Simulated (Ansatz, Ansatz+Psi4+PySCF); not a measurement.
```csv
atom,x (Å),y (Å),z (Å)
Fe,0.0000,0.0000,0.0000
O,0.0000,0.0000,1.6160
```

Basis set: cc-pVTZ (spherical functions). Charge 0, multiplicity 5.

Computed with Ansatz (development build ahead of 0.2.0); each method stands on the lowest determinant of its kind that the runs found.

**Question.** Give the atomization energy at this shape (free ground-state atoms in the same class of orbitals less the molecule, no zero-point energy) of quintet FeO by ROHF, UHF.

**Answer.**

| method | atomization energy |
| --- | --- |
| ROHF | -16.16 kcal/mol |
| UHF | 15.57 kcal/mol |

Caution: another spin multiplicity may lie lower. Caution for ROHF: an unrestricted determinant lies well below. Caution for UHF: the determinant breaks the point group; the unrestricted determinant is a mixture of spin states.
